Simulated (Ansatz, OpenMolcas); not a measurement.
From Ansatz to OpenMolcas

Ansatz 0.2.0 runs this on Si2H5O (SMILES O[SiH][SiH3]):

run.yaml:
```yaml
crystal:
  periodic: [false, false, false]
  atoms:
    - {symbol: O, position_ang: [-0.929000, 0.938400, -1.717100]}
    - {symbol: Si, position_ang: [0.090400, 1.134000, -0.425000]}
    - {symbol: Si, position_ang: [0.314200, -0.774200, 0.917600]}
    - {symbol: H, position_ang: [-1.805900, 0.598400, -1.530300]}
    - {symbol: H, position_ang: [1.378700, 1.582300, -1.024400]}
    - {symbol: H, position_ang: [1.190000, -0.426800, 2.069000]}
    - {symbol: H, position_ang: [0.883900, -1.960400, 0.216700]}
    - {symbol: H, position_ang: [-1.030200, -1.148700, 1.437600]}
basis:
  gaussian:
    orbitals: def2-SVPD
magnetization:
  spin_polarized: true
  initial_magnetization: 1
hamiltonian:
  xc: r2scan
accuracy: high
output: {orbitals: {seedname: orbitals}}
```

```bash
$ ansatz run run.yaml --threads 1 --pin off --max-ram 3480MiB --events-out events.jsonl --progress --plain --runs-dir runs
```

The coordinates come from a PBE0-D4/def2-TZVP relaxation. This is one conformer, not always the lowest.

It gives a total energy of -656.873558 Eh.

Question: How is this level of theory, on these atoms, set up in OpenMolcas 26.06 as an input file of the program's own?

Answer: One way, which was run:

coord.xyz:
```
8

O     -0.929000     0.938400    -1.717100
Si     0.090400     1.134000    -0.425000
Si     0.314200    -0.774200     0.917600
H     -1.805900     0.598400    -1.530300
H      1.378700     1.582300    -1.024400
H      1.190000    -0.426800     2.069000
H      0.883900    -1.960400     0.216700
H     -1.030200    -1.148700     1.437600
```

calc.inp:
```
&GATEWAY
  BasLib=$CurrDir
  Coord=coord.xyz
  Basis=def2-SVPD
  Group=NoSym

&SEWARD
  GridInput
  Grid=UltraFine
  End of Grid

&SCF
  UHF
  Spin=2
  KSDFT=2
  1.0 MGGA_X_R2SCAN
  1.0 MGGA_C_R2SCAN
  Thresholds=1e-10 1e-07 1e-07 1e-05
  PrOrbitals=1 1
```

```bash
$ export MOLCAS_MEM=1860
$ pymolcas calc.inp > calc.log
```

(Basis files named in the input come from the Basis Set Exchange and aren't shown.)

Its energy is -656.873577 Eh, 0.019 mEh from the first; the programs' integration grids differ.
